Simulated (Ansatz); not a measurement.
Consider InP in the zinc blende structure (space group F-43m, No. 216; a = 5.8782 Å).

Calculations: PBEsol (Ansatz, a program for electronic structure, PAW, scalar-relativistic without spin-orbit coupling).

Modification: Ga takes the place of In on all its sites; the structure is relaxed again.

Measured band gap: InP 1.47 eV (static lattice; corrected from measurement; as listed in Wei Chen et al., Physical Review Materials (2018)); GaP 2.43 eV (static lattice; corrected from measurement; as listed in Wei Chen et al., Physical Review Materials (2018)).

Measured lattice parameter a: InP 5.858 Å (static lattice; corrected from measurement; as listed in Daniel Mejia-Rodriguez, S. B. Trickey, Phys. Rev. B (2018)); GaP 5.439 Å (static lattice; corrected from measurement; as listed in Daniel Mejia-Rodriguez, S. B. Trickey, Phys. Rev. B (2018)).

Task: How well does PBEsol reproduce the measured shift?

Result: With PBEsol the band gap moves by +0.88 eV (0.57 → 1.45) against +0.96 eV measured; the lattice parameter a moves by -0.440 Å (5.878 → 5.438) against -0.419 Å measured.

Whether these cells are dynamically stable was not tested.
